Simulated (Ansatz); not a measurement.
# BFHSi: the cost of one run

Method: def2-TZVPP, core rule «outside noble gas», up to 7 orbitals frozen; program: Ansatz 0.2.0, Gaussian basis.

Plan: UHF; ROHF; CCSD(T) on UHF.

### 1 The geometry

The geometry is a PBE0/def2-TZVP stationary point (not a proven minimum) of the parent state, kept for this charge and spin.

4 atoms, charge 0, spin multiplicity 2.

Atoms are counted from 1 here; the program's logs count them from 0.

Bond lengths: B1–Si2 1.844 Å, Si2–F3 1.594 Å, Si2–H4 1.480 Å. Angles: B1–Si2–F3 125.8°, B1–Si2–H4 130.2°, F3–Si2–H4 104.0°.

As a file:

| atom | x (Å) | y (Å) | z (Å) |
| --- | --- | --- | --- |
| B1 | 0.0000 | -0.5010 | 1.7973 |
| Si2 | 0.0000 | 0.3616 | 0.1670 |
| F3 | 0.0000 | -0.3453 | -1.2616 |
| H4 | 0.0000 | 1.8072 | -0.1500 |

### 2 UHF

The input, in.yaml:

```yaml
crystal:
  periodic: [false, false, false]
  atoms:
    - {symbol: B, position_ang: [0.000000, -0.501036, 1.797314]}
    - {symbol: Si, position_ang: [0.000000, 0.361580, 0.166961]}
    - {symbol: F, position_ang: [0.000000, -0.345292, -1.261620]}
    - {symbol: H, position_ang: [0.000000, 1.807190, -0.149981]}
basis:
  gaussian: {orbitals: def2-TZVPP}
magnetization: {spin_polarized: true, initial_magnetization: 1}
hamiltonian: {xc: hf}
output: {orbitals: {seedname: orbitals}}
```

Started as:

```bash
$ ansatz run in.yaml --threads 1 --pin off --events-out ev --progress --plain --max-ram 4096MiB --backend cpu
```

What time and memory should one allow on 1 thread of AMD EPYC 7R13, shared host?

About 13 s, with a peak of 0.28 GiB.
